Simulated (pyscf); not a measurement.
# Four-centre exchange: `[F][B]([F])[F]` + `[CH2]=[CH2]` → `[CH2]=[CH][F]` + `[F][BH][F]`

Gas phase, singlet surface, charge 0. Bonds broken: F1–B2, C5–H7. Bonds formed: F1–C5, B2–H7. Structures and frequencies: ωB97X-D3(BJ)/def2-SVP in PySCF.

Transition state (Å):

```xyz
10

F     -1.6398    -0.1969     0.5185
B     -0.9652    -1.4675    -0.0028
F     -0.1269    -1.9367     0.9411
F     -1.8897    -2.3027    -0.5053
C     -0.5521     0.6652    -0.4724
C      0.4255     1.2675     0.1754
H     -0.3163    -0.8201    -0.9231
H     -1.1701     0.9617    -1.3176
H      0.7784     2.2187    -0.2315
H      0.9112     0.8316     1.0501
```

One imaginary mode, 930i cm⁻¹; descent along it reached the two sides named.

```json
[
 {"bond": "F1–B2", "change": "breaks", "reactant side (Å)": "1.319", "saddle": "1.530", "product side": "2.481"},
 {"bond": "C5–H7", "change": "breaks", "reactant side (Å)": "1.094", "saddle": "1.570", "product side": "3.3"},
 {"bond": "F1–C5", "change": "forms", "reactant side (Å)": "3.5", "saddle": "1.705", "product side": "1.350"},
 {"bond": "B2–H7", "change": "forms", "reactant side (Å)": "3.3", "saddle": "1.299", "product side": "1.202"}
]
```

Electronic energies relative to the separated reactants (eV):

```tsv
level	barrier	reaction energy	reverse barrier
ωB97X-D3(BJ)/def2-TZVP	3.88	+2.04	1.84
PBE/def2-TZVP	3.43	+1.96	1.47
r²SCAN/def2-TZVP	3.58	+2.09	1.49
B3LYP-D3(BJ)/def2-TZVP	3.80	+2.05	1.75
PBE0-D3(BJ)/def2-TZVP	3.71	+2.05	1.66
M06-2X/def2-TZVP	3.96	+2.15	1.81
ωB97M-D3(BJ)/def2-TZVP	3.88	+2.10	1.78
HF/def2-TZVP	4.99	+2.22	2.77
```

With ωB97M-D3(BJ)/def2-TZVP energies and thermal terms (ideal gas, 1 atm, RRHO with modes under 100 cm⁻¹ raised to 100, one conformer, R ln 2 for chiral ones without a mode under 150 cm⁻¹), in eV:

```tsv
T (K)	ΔH‡	ΔG‡	ΔH	ΔG
298	3.81	4.27	+2.06	+1.99
600	3.84	4.72	+2.06	+1.92
900	3.88	5.16	+2.06	+1.85
1200	3.91	5.58	+2.07	+1.77
```

The same reactants have a lower exit, to F–CH₂–CH₂–B(F)–F (barrier +1.42 eV at ωB97M-D3(BJ)/def2-TZVP, against +3.88 eV here). This is the saddle that the search found; another between the same sides may lie lower.
